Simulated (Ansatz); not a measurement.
**ClH₄NSi (built from SMILES N[SiH2]Cl): functionals against CCSD(T) at one geometry**

The atoms stand at a displaced guess of a reacting structure. How far do the functionals agree with CCSD(T) there?

The runs use Ansatz 0.2.0, Gaussian basis; single points in def2-TZVPP.

Correlated methods freeze the cores.

**1. Where the work starts**

7 atoms, charge 0, spin multiplicity 1.

Atoms are counted from 1 here; the program's logs count them from 0.

Bond lengths: Si1–H4 1.467 Å, Si1–Cl5 1.846 Å, N2–H6 0.942 Å, N2–H7 1.069 Å. Angles: H4–Si1–Cl5 110.1°, H6–N2–H7 115.7°.

As a file:

```mol
ClH4NSi
  3D, bonds by distance, orders not assigned

  7  4  0  0  0  0  0  0  0  0999 V2000
   -1.2196   -0.0459    0.8344 Si  0  0
    0.3652   -0.5261   -0.5372 N   0  0
   -0.0112    0.7715   -0.2652 H   0  0
   -1.3011    1.2387    0.1302 H   0  0
    0.1356    0.0026    2.0876 Cl  0  0
    1.2183   -0.8140   -0.2599 H   0  0
    0.1872   -0.5532   -1.5909 H   0  0
  1  4  8  0
  1  5  8  0
  2  6  8  0
  2  7  8  0
M  END
```

**2. CCSD(T)/def2-TZVPP**

Input file run/in.yaml:

```yaml
crystal:
  periodic: [false, false, false]
  atoms:
    - {symbol: Si, position_ang: [-1.219600, -0.045900, 0.834400]}
    - {symbol: N, position_ang: [0.365200, -0.526100, -0.537200]}
    - {symbol: H, position_ang: [-0.011200, 0.771500, -0.265200]}
    - {symbol: H, position_ang: [-1.301100, 1.238700, 0.130200]}
    - {symbol: Cl, position_ang: [0.135600, 0.002600, 2.087600]}
    - {symbol: H, position_ang: [1.218300, -0.814000, -0.259900]}
    - {symbol: H, position_ang: [0.187200, -0.553200, -1.590900]}
basis:
  gaussian: {orbitals: def2-TZVPP}
correlation: {method: ccsd_t}
output: {forces: true}
```

No record of the launch command was kept for these runs.

**3. PBE0-D4/def2-TZVPP**

Changes to run/in.yaml since step 2:

```diff
@@ -12,3 +12,3 @@
   gaussian: {orbitals: def2-TZVPP}
-correlation: {method: ccsd_t}
-output: {forces: true}
+hamiltonian: {xc: pbe0, dispersion: d4}
+output: {forces: true, orbitals: {seedname: orbitals}}
```

**4. wB97M-V/def2-TZVPP**

Changes to run/in.yaml since step 3:

```diff
@@ -12,3 +12,3 @@
   gaussian: {orbitals: def2-TZVPP}
-hamiltonian: {xc: pbe0, dispersion: d4}
-output: {forces: true, orbitals: {seedname: orbitals}}
+hamiltonian: {xc: {name: wB97M-V}}
+output: {forces: true}
```

**5. r2SCAN-D4/def2-TZVPP**

Changes to run/in.yaml since step 4:

```diff
@@ -12,3 +12,3 @@
   gaussian: {orbitals: def2-TZVPP}
-hamiltonian: {xc: {name: wB97M-V}}
+hamiltonian: {xc: r2scan, dispersion: d4}
 output: {forces: true}
```

**6. PBE-D4/def2-TZVPP**

Changes to run/in.yaml since step 5:

```diff
@@ -12,3 +12,3 @@
   gaussian: {orbitals: def2-TZVPP}
-hamiltonian: {xc: r2scan, dispersion: d4}
+hamiltonian: {xc: pbe, dispersion: d4}
 output: {forces: true}
```

**7. HSE06-D4/def2-TZVPP**

Changes to run/in.yaml since step 6:

```diff
@@ -12,3 +12,3 @@
   gaussian: {orbitals: def2-TZVPP}
-hamiltonian: {xc: pbe, dispersion: d4}
+hamiltonian: {xc: hse06, dispersion: d4}
 output: {forces: true}
```

**8. SPW92/def2-TZVPP**

Changes to run/in.yaml since step 7:

```diff
@@ -12,3 +12,3 @@
   gaussian: {orbitals: def2-TZVPP}
-hamiltonian: {xc: hse06, dispersion: d4}
+hamiltonian: {xc: lda}
 output: {forces: true}
```

(Steps that only read results are left out.)

**Question.** What will these runs give? Wanted: energy less free atoms, CCSD(T)/def2-TZVPP; RMS force component; RMS force error; HOMO and LUMO, PBE0-D4; T1 diagnostic.

As calculated:

| quantity | value |
| --- | --- |
| energy less free atoms, CCSD(T)/def2-TZVPP | -1710.5 kJ/mol |
| RMS force component | 3.061 to 3.264 eV/Å over the methods |
| RMS force error | PBE0-D4 0.155, wB97M-V 0.062, r2SCAN-D4 0.211, PBE-D4 0.252, HSE06-D4 0.154, SPW92 0.372 eV/Å |
| HOMO and LUMO, PBE0-D4 | -5.41 and -0.77 eV |
| T1 diagnostic | 0.013 |

**Reading.** Against CCSD(T) the functionals' energies less atoms differ by -417.6 to -70.3 kJ/mol, PBE-D4 by -125.4 kJ/mol. CCSD(T) in triple zeta still lacks some correlation energy of the bonds, so part of these gaps is its own basis error and they don't rank the functionals. On forces the order runs from wB97M-V to SPW92. Frozen-core CCSD(T) forces in triple zeta carry basis errors of their own, and this is one geometry, so small gaps rank nothing.
